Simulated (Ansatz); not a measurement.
Predict the output of the script below (Ansatz 0.2.0 through its Python package).

The script, `torsion.py`:
```python
"""Energy of C2H6FNO as one group turns about a bond."""

import ansatz as az
from ase import Atoms

params = {
    "basis_set": "def2-SVP",
    "functional": "pbe0",
    "fmax": 0.02,
    "level": "mp2",
}

atoms = Atoms(["N", "C", "O", "C", "F", "H", "H", "H", "H", "H", "H"], positions=[
    (-1.1788, 0.8851, -1.2527),
    (-0.0416, 0.5637, -0.5274),
    (-0.3978, -0.5291, 0.2832),
    (0.8022, -0.8745, 1.1248),
    (1.7811, -1.2117, 0.3157),
    (-1.9718, 1.0746, -0.5829),
    (-1.4804, 0.1061, -1.7876),
    (0.7997, 0.3168, -1.2327),
    (0.2922, 1.4357, 0.1217),
    (0.4618, -1.7617, 1.7445),
    (0.9988, -0.0619, 1.8141),
])

# start the scan from a relaxed geometry
first = (
    az.Crystal.molecule_from_ase(atoms).calculation()
    .basis(gaussian=params["basis_set"])
    .functional(params["functional"])
    .relax(force_tolerance=params["fmax"], max_steps=80)
)
atoms.positions = first.run(threads=1).report["positions_ang"]

start = atoms.get_dihedral(1, 2, 3, 4)
energies = {}
for turn in range(0, 360, 30):
    turned = atoms.copy()
    turned.set_dihedral(1, 2, 3, 4, start + turn, indices=[3, 4, 9, 10])
    calc = az.Crystal.molecule_from_ase(turned).calculation()
    calc = calc.basis(gaussian=params["basis_set"])
    calc = calc.correlation(params["level"])
    energies[round((start + turn) % 360)] = calc.run(threads=1).report["free_energy_ev"]
floor = min(energies.values())
print("dihedral C1-O2-C3-F4 (deg)   E - E(min) (kcal/mol)")
for angle, e in sorted(energies.items()):
    print(f"{angle:8d} {23.060548 * (e - floor):14.3f}  " + "#" * int(30 * (e - floor) / max(max(energies.values()) - floor, 1e-9)))
```

Running `python torsion.py` prints:
```text
dihedral C1-O2-C3-F4 (deg)   E - E(min) (kcal/mol)
      20          6.842  ###########################
      50          2.341  #########
      80          1.222  ####
     110          3.594  ##############
     140          5.337  #####################
     170          5.881  ########################
     200          5.999  ########################
     230          5.024  ####################
     260          2.088  ########
     290          0.000
     320          2.598  ##########
     350          7.337  ##############################
```

The scan is rigid and the energies are electronic, in a modest basis. With rigid groups the curve can differ much from the relaxed path, the start wasn't checked as a minimum of this torsion, and equivalent turns needn't return to the same energy. The start is relaxed with a density functional and scanned with the wavefunction method, so it isn't exactly that method's minimum. Wall time of the script: 47 s on 1 thread of Arm Neoverse V1, with other jobs on the host, peak memory 0.28 GiB.
